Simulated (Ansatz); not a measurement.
Input for Ansatz (development build ahead of 0.2.0):

```yaml
crystal:
  periodic: [false, false, false]
  atoms:
    - { symbol: C, position_ang: [-0.02495, -0.29188, -1.30195] }
    - { symbol: C, position_ang: [-0.01034, 0.61554, 0.04417] }
    - { symbol: C, position_ang: [-0.01605, -0.27061, 1.27701] }
    - { symbol: H, position_ang: [0.03673, 0.423, -2.18122] }
    - { symbol: H, position_ang: [0.88205, -0.97351, -1.39622] }
    - { symbol: H, position_ang: [-0.85266, -0.96682, -1.30239] }
    - { symbol: H, position_ang: [-0.86232, 1.26197, -0.08174] }
    - { symbol: H, position_ang: [0.94874, 1.17579, 0.03] }
    - { symbol: H, position_ang: [0.01234, 0.41354, 2.21016] }
    - { symbol: H, position_ang: [-0.96041, -0.87499, 1.26946] }
    - { symbol: H, position_ang: [0.87148, -0.83216, 1.30344] }
basis:
  gaussian: { orbitals: STO-3G }
hamiltonian:
  xc: hf
correlation:
  method: mp2
  frozen_orbitals: { C: 1, H: 0 }
```

The input is written out in the form of the current development build from the run's settings.

Output:

```
Converged                       : yes
Reference energy                : -116.86272 hartree
Correlation energy              : -0.16358 hartree
Total energy                    : -117.02630 hartree
Spin squared of the determinant : 0.000
```
